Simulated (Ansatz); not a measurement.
Multireference treatment of C2H2N2O, singlet

Computed with Ansatz's Gaussian-basis code (development build). Basis cc-pVTZ, nonrelativistic, 5 orbitals frozen in the corrections. State-specific CASSCF; RHF is the lowest restricted (open-shell) Hartree–Fock solution met. Letters tell apart solutions met in one space. No symmetry is imposed, so a solution can break that of the shape. Lower solutions, or ones in other orbitals, may exist.

Geometry:

```xyz
7

O     0.0000    0.0000    1.1336
C     0.0000   -1.0528    0.2725
N     0.0000   -0.7017   -0.9801
N     0.0000    0.7017   -0.9801
C     0.0000    1.0528    0.2725
H     0.0000   -2.0470    0.6917
H     0.0000    2.0470    0.6917
```

CASSCF less RHF, in eV, and natural occupations:

```
    CAS  CASSCF                   occupations
(6,5) a  -1.748  2.00, 1.98, 1.94, 0.06, 0.02
(6,5) b  -1.692  2.00, 1.94, 1.91, 0.08, 0.08
```

**Question.** What totals less RHF do the corrections give on each solution?

**Answer.** 

| CAS | SC-NEVPT2 |
| --- | --- |
| (6,5) a | -24.917 |
| (6,5) b | -25.535 |

**Question.** In CAS(6,5), is the solution lowest in CASSCF also lowest after SC-NEVPT2?

**Answer.** No: (6,5) b is lowest after SC-NEVPT2, 0.62 eV under (6,5) a, which leads in CASSCF.

**Question.** How do single-reference totals in the same basis and frozen core stand against SC-NEVPT2 in CAS(6,5) a?

**Answer.** CCSD(T) -2.065 eV. Coupled cluster stands on the determinant that it favours, which can lie over the RHF solution above, and is in doubt where the occupations are far from 0, 1 and 2.

**Question.** Roughly how much CPU time does a whole run from the default start take (median of such runs, summed over threads; nearly all runs on one pinned thread of a shared server, mostly Xeon at 2.3 to 2.6 GHz, by a development driver)?

**Answer.** CAS(6,5) a: about 2 min. Other jobs ran beside these, and the count of passes differs.
